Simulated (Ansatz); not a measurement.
**CH5FSi: basis-set convergence**

How large a basis does CH5FSi need? Two functionals are run in growing sets.

Method: one geometry, several basis sets; program: Ansatz 0.2.0, Gaussian basis.

The runs, in order: PBE0-D4/def2-SVP; ωB97M-V/def2-SVP; PBE0-D4/def2-QZVPP; ωB97M-V/def2-QZVPP; the functionals' def2-TZVPP values are taken from earlier runs.

## (1) The geometry

All runs share one geometry, relaxed beforehand with PBE0-D4 in a triple-zeta def2 set.

8 atoms, charge 0, spin multiplicity 1.

Atoms are counted from 1 here; the program's logs count them from 0.

Bond lengths: F1–C2 1.391 Å, C2–Si3 1.895 Å, C2–H4 1.095 Å, C2–H5 1.095 Å, Si3–H6 1.488 Å, Si3–H7 1.484 Å, Si3–H8 1.484 Å. Angles: F1–C2–Si3 110.4°, F1–C2–H4 108.2°, F1–C2–H5 108.2°, Si3–C2–H4 111.2°, Si3–C2–H5 111.2°, H4–C2–H5 107.7°, C2–Si3–H6 107.8°, C2–Si3–H7 110.0°, C2–Si3–H8 110.0°, H6–Si3–H7 109.6°, H6–Si3–H8 109.6°, H7–Si3–H8 109.7°.

Coordinates:

```xyz
8
charge 0, multiplicity 1
F    -0.7155   -0.5219   -1.7249
C    -0.4960    0.4152   -0.7210
Si    0.4920   -0.3577    0.6995
H    -1.4694    0.7781   -0.3739
H     0.0390    1.2650   -1.1582
H     0.6932    0.6898    1.7368
H     1.8099   -0.8286    0.2047
H    -0.2608   -1.4971    1.2813
```

## (2) PBE0-D4 in def2-SVP

in.yaml

```yaml
crystal:
  periodic: [false, false, false]
  atoms:
    - {symbol: F, position_ang: [-0.715547, -0.521911, -1.724950]}
    - {symbol: C, position_ang: [-0.496028, 0.415235, -0.720960]}
    - {symbol: Si, position_ang: [0.491995, -0.357652, 0.699458]}
    - {symbol: H, position_ang: [-1.469417, 0.778078, -0.373937]}
    - {symbol: H, position_ang: [0.039012, 1.264989, -1.158242]}
    - {symbol: H, position_ang: [0.693168, 0.689801, 1.736771]}
    - {symbol: H, position_ang: [1.809890, -0.828580, 0.204688]}
    - {symbol: H, position_ang: [-0.260773, -1.497059, 1.281272]}
basis:
  gaussian: {orbitals: def2-SVP}
hamiltonian: {xc: pbe0, dispersion: d4}
output: {orbitals: {seedname: orbitals}}
```

Command:

```console
$ ansatz run in.yaml --threads 2 --pin off --events-out ev --progress --plain --max-ram 4352MiB
```

The program printed:

```text
Functional definition: PBE0
  name "PBE0"
  cite "Adamo & Barone, J. Chem. Phys. 110, 6158 (1999) doi:10.1063/1.478522"
  cite "Perdew, Burke & Ernzerhof, Phys. Rev. Lett. 77, 3865 (1996) doi:10.1103/PhysRevLett.77.3865"
  parent pbe
  parameter a = 0.25
  parameter kappa = 0.804
  parameter beta = 0.06672455060314922
  exchange = (1 - a)*pbe_x(kappa = kappa, mu = beta*pi^2/3) + a*exact_x
  correlation = pbe_c(beta = beta)
792 factors; their error is unknown
mean field evaluation 1: about -11698.1031 eV, gradient 2.5e1 eV
mean field evaluation 2: about -11698.1793 eV, gradient 2.5e1 eV
mean field evaluation 4: about -11699.5560 eV, gradient 4.3e-1 eV
mean field evaluation 8: about -11699.6051 eV, gradient 2.3e-2 eV
mean field -11699.60509067 eV, -429.9525568048 hartree, gradient 1.9e-5 eV, S^2 0.000000; 0 other end points of the search recorded, 0 dependent functions left out
reference -11699.60511258 eV, -429.9525576102 hartree; 17, 17 occupied and 54, 54 virtual orbitals, 792 factors
Total energy: -11699.69531647 eV, -429.9558725419 hartree
```

Run time: 0.75 s. Hardware: 2 threads of Arm Neoverse V2, shared host.

## (3) ωB97M-V in def2-SVP

in.yaml, as its differences from that of step 2:

```diff
@@ -13,3 +13,3 @@
   gaussian: {orbitals: def2-SVP}
-hamiltonian: {xc: pbe0, dispersion: d4}
+hamiltonian: {xc: {name: wB97M-V}}
 output: {orbitals: {seedname: orbitals}}
```

The command is unchanged.

The program printed, shortened:

```text
Functional definition: wB97M-V
  name "wB97M-V"
  cite "Mardirossian & Head-Gordon, J. Chem. Phys. 144, 214110 (2016) doi:10.1063/1.4952647"
  cite "Becke, J. Chem. Phys. 107, 8554 (1997) doi:10.1063/1.475007"
  cite "Vydrov & Van Voorhis, J. Chem. Phys. 133, 244103 (2010) doi:10.1063/1.3521275"
  # Of w^i u^j: cxij and so on, Table III.
[...]
  gx(w, u) = 1 - cx + cx01*u + cx10*w
  gss(w, u) = css00 + css04*u^4 + css10*w + css20*w^2 + css43*w^4*u^3
  gos(w, u) = cos00 + cos10*w + (cos20 + cos21*u)*w^2 + (cos60 + cos61*u)*w^6
[...]
      + integral(e_c_pw_mod_opposite_spin*gos(b97_w_opposite, b97_u_opposite)) + vv10(b, c)
792 factors; their error is unknown
224 factors; integrals over basis functions are off by at most 7.2e-6 eV
[...]
mean field -11704.62275196 eV, -430.1369524562 hartree, gradient 2.7e-5 eV, S^2 0.000000; 0 other end points of the search recorded, 0 dependent functions left out
reference -11704.62278796 eV, -430.1369537792 hartree; 17, 17 occupied and 54, 54 virtual orbitals, 792 factors
Total energy: -11704.62278796 eV, -430.1369537792 hartree
```

Wall time 3.3 s (2 threads of Arm Neoverse V2, shared host).

## (4) PBE0-D4 in def2-QZVPP

in.yaml, as its differences from that of step 3:

```diff
@@ -12,4 +12,4 @@
 basis:
-  gaussian: {orbitals: def2-SVP}
-hamiltonian: {xc: {name: wB97M-V}}
+  gaussian: {orbitals: "def2-QZVPP.json"}
+hamiltonian: {xc: pbe0, dispersion: d4}
 output: {orbitals: {seedname: orbitals}}
```

The command is unchanged.

The program printed:

```text
Functional definition: PBE0
  name "PBE0"
  cite "Adamo & Barone, J. Chem. Phys. 110, 6158 (1999) doi:10.1063/1.478522"
  cite "Perdew, Burke & Ernzerhof, Phys. Rev. Lett. 77, 3865 (1996) doi:10.1103/PhysRevLett.77.3865"
  parent pbe
  parameter a = 0.25
  parameter kappa = 0.804
  parameter beta = 0.06672455060314922
  exchange = (1 - a)*pbe_x(kappa = kappa, mu = beta*pi^2/3) + a*exact_x
  correlation = pbe_c(beta = beta)
1057 factors; their error is unknown
mean field evaluation 1: about -11705.0227 eV, gradient 3.4e1 eV
mean field evaluation 2: about -11704.7331 eV, gradient 3.6e1 eV
mean field evaluation 4: about -11707.5004 eV, gradient 1.4e0 eV
mean field evaluation 8: about -11707.5068 eV, gradient 2.4e-2 eV
mean field -11707.50681690 eV, -430.2429398879 hartree, gradient 3.0e-5 eV, S^2 0.000000; 0 other end points of the search recorded, 0 dependent functions left out
reference -11707.50685375 eV, -430.2429412421 hartree; 17, 17 occupied and 317, 317 virtual orbitals, 1057 factors
Total energy: -11707.59705764 eV, -430.2462561739 hartree
```

Run time: 4.3 s. Hardware: 2 threads of Arm Neoverse V2, shared host; peak memory 0.7 GiB.

## (5) ωB97M-V in def2-QZVPP

in.yaml, as its differences from that of step 4:

```diff
@@ -13,3 +13,3 @@
   gaussian: {orbitals: "def2-QZVPP.json"}
-hamiltonian: {xc: pbe0, dispersion: d4}
+hamiltonian: {xc: {name: wB97M-V}}
 output: {orbitals: {seedname: orbitals}}
```

Launched as before.

The program printed, shortened:

```text
Functional definition: wB97M-V
  name "wB97M-V"
  cite "Mardirossian & Head-Gordon, J. Chem. Phys. 144, 214110 (2016) doi:10.1063/1.4952647"
  cite "Becke, J. Chem. Phys. 107, 8554 (1997) doi:10.1063/1.475007"
  cite "Vydrov & Van Voorhis, J. Chem. Phys. 133, 244103 (2010) doi:10.1063/1.3521275"
  # Of w^i u^j: cxij and so on, Table III.
[...]
  gx(w, u) = 1 - cx + cx01*u + cx10*w
  gss(w, u) = css00 + css04*u^4 + css10*w + css20*w^2 + css43*w^4*u^3
  gos(w, u) = cos00 + cos10*w + (cos20 + cos21*u)*w^2 + (cos60 + cos61*u)*w^6
[...]
      + integral(e_c_pw_mod_opposite_spin*gos(b97_w_opposite, b97_u_opposite)) + vv10(b, c)
1037 factors; their error is unknown
262 factors; integrals over basis functions are off by at most 1.1e-5 eV
[...]
mean field -11712.68911905 eV, -430.4333859794 hartree, gradient 6.2e-5 eV, S^2 0.000000; 0 other end points of the search recorded, 0 dependent functions left out
reference -11712.68917815 eV, -430.4333881510 hartree; 17, 17 occupied and 317, 317 virtual orbitals, 1037 factors
Total energy: -11712.68917815 eV, -430.4333881510 hartree
```

It took 11 s on 2 threads of Arm Neoverse V2, shared host; peak memory 0.86 GiB.

## (6) Density functionals: the series

The def2-TZVPP values come from earlier runs at the same geometry.

| functional | basis | functions | energy (eV) | from the largest (eV) | HOMO (eV) | LUMO (eV) |
| --- | --- | --- | --- | --- | --- | --- |
| PBE0-D4 | def2-SVP | 71 | -11699.6953 | 7.902 | -8.61 | 1.01 |
| PBE0-D4 | def2-TZVPP | 174 | -11707.1142 | 0.483 | -8.73 | 0.50 |
| PBE0-D4 | def2-QZVPP | 334 | -11707.5971 | 0.000 | -8.76 | 0.26 |
| ωB97M-V | def2-SVP | 71 | -11704.6228 | 8.066 | -10.90 | 2.84 |
| ωB97M-V | def2-TZVPP | 174 | -11712.2327 | 0.457 | -11.05 | 2.03 |
| ωB97M-V | def2-QZVPP | 334 | -11712.6892 | 0.000 | -11.08 | 1.51 |

## (7) Outcome

| quantity | value |
| --- | --- |
| PBE0-D4: double and triple zeta above quadruple | 7.90, 0.48 eV |
| ωB97M-V: double and triple zeta above quadruple | 8.07, 0.46 eV |

**Reading.** PBE0-D4 gains 7.42 eV from double to triple zeta, then 0.48 eV more. These are total energies; as a rule much of such shifts cancels in differences, which this series doesn't test. The LUMO of ωB97M-V is positive and keeps falling with the basis (2.84 to 1.51 eV): an unbound level that the basis holds in place.

For PBE0-D4 the largest set took about 6 times as long as the smallest (4.3 s against 0.75 s).
